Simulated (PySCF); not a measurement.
Energies from PySCF, thermal terms from the rigid-rotor harmonic-oscillator model, ideal gas at 1 bar. The comparison is the NASA 1993 polynomial table, which mixes measured and estimated data. All species are closed-shell singlets. The harmonic model lacks anharmonicity and excited electronic states, which grow with temperature; levels with a mode under 35 cm⁻¹ are left out. The table's entry may be an old estimate for HBO2 (not checked at source).

Harmonic frequencies at PBE0/def2-TZVP (cm⁻¹): 462, 520, 936, 1040, 2114, 3905. Point group Cs; S°(298 K) = 242.6 J/mol/K at this level.

**Question.** Work out Cp and S° of gaseous HBO2 at 500, 800, 1200, 1600, 2000 K from these, and set them beside the table.

**Answer.** 
```json
[
 {"T (K)": "500", "Cp PBE0/def2-TZVP": "56.9", "Cp table": "52.1", "S° PBE0/def2-TZVP": "269.6", "S° table": "264.0"},
 {"T (K)": "800", "Cp PBE0/def2-TZVP": "64.9", "Cp table": "62.1", "S° PBE0/def2-TZVP": "298.2", "S° table": "290.9"},
 {"T (K)": "1200", "Cp PBE0/def2-TZVP": "70.9", "Cp table": "69.6", "S° PBE0/def2-TZVP": "325.8", "S° table": "317.7"},
 {"T (K)": "1600", "Cp PBE0/def2-TZVP": "74.7", "Cp table": "74.0", "S° PBE0/def2-TZVP": "346.8", "S° table": "338.3"},
 {"T (K)": "2000", "Cp PBE0/def2-TZVP": "77.0", "Cp table": "76.9", "S° PBE0/def2-TZVP": "363.7", "S° table": "355.2"}
]
```
Units J/mol/K.
